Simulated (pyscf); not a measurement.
PySCF, gas phase, ωB97X-D3(BJ)/def2-SVP geometries.

SMILES: [In]([NH2])([NH2])[OH]
```xyz
9

N     -0.7094    -0.3878    -2.4635
In    -0.5837     1.1886    -1.2090
N     -1.4416     1.2911     0.6238
O      0.4824     2.7326    -1.8983
H     -1.5255    -0.9890    -2.3957
H     -0.5145    -0.1994    -3.4429
H     -1.6478     0.4087     1.0844
H     -1.0255     1.9226     1.3029
H      0.5138     3.4779    -1.2885
```
Charge 0, spin multiplicity 1.

Q: How much does it cost (ΔH, 298 K, ωB97M-D3(BJ)/def2-TZVP) to split H₂N–In(NH₂)–OH at its In–O bond into [H₂N–In–NH₂]• + OH•?

A: In–O to [H₂N–In–NH₂]• + OH•: 86.3 kcal/mol. The 7 functionals that were run give +80.8 (B3LYP-D3(BJ)) to +88.7 kcal/mol (ωB97X-D3(BJ)). The radicals are drawn with the spin at the cut bond; how far it spreads was not checked. Other isomers of [H₂N–In–NH₂]• were not searched in full and may lie lower. Left out: the spin-orbit lowering of OH. Elements past Kr carry the def2 core potentials, without spin-orbit coupling.
